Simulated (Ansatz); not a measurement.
# LiMg+ (triplet): the correlation ladder, def2-TZVPP

The task here is to estimate one member of a computed series from the others.

Program: Ansatz 0.2.0, Gaussian basis. Level of theory: def2-TZVPP, core rule «outside noble gas», up to 6 orbitals frozen. These are calculated values, not measurements.

The runs, in order: UHF; ROHF; CCSD(T) on UHF.

2 further runs of the same task are left out: 2 set aside as unsound or not needed.

## What is computed

The geometry is a PBE0/def2-TZVP stationary point (not a proven minimum).

2 atoms, charge 1, spin multiplicity 3.

Atoms are counted from 1 here; the program's logs count them from 0.

No contacts short enough for the rule that draws bonds.

The first run:

Contents of in.yaml:

```yaml
crystal:
  periodic: [false, false, false]
  atoms:
    - {symbol: Li, position_ang: [0.000000, 0.000000, 0.000000]}
    - {symbol: Mg, position_ang: [0.000000, 0.000000, 3.706100]}
basis:
  gaussian: {orbitals: def2-TZVPP}
total_charge: 1
magnetization: {spin_polarized: true, initial_magnetization: 2}
hamiltonian: {xc: hf}
output: {orbitals: {seedname: orbitals}}
```

Launch:

```bash
> ansatz run in.yaml --threads 1 --pin off --events-out ev --progress --plain --max-ram 4096MiB --backend cpu
```

Among the steps run: UHF; ROHF; CCSD(T) on UHF.

One of the session's tables, all rows but one given; the rest of the session is left out.

| method | from UCCSD(T) (meV) |
| --- | --- |
| ROHF | ? |
| UHF | +84.7 |
| UMP2 | +40.2 |
| UCCSD | 0.0 |
| UCCSD(T) | 0 |

Q: Estimate the row for ROHF from the others.

The run gave: from UCCSD(T) (meV): +86.9. In the column «from UCCSD(T) (meV)» it is the highest.
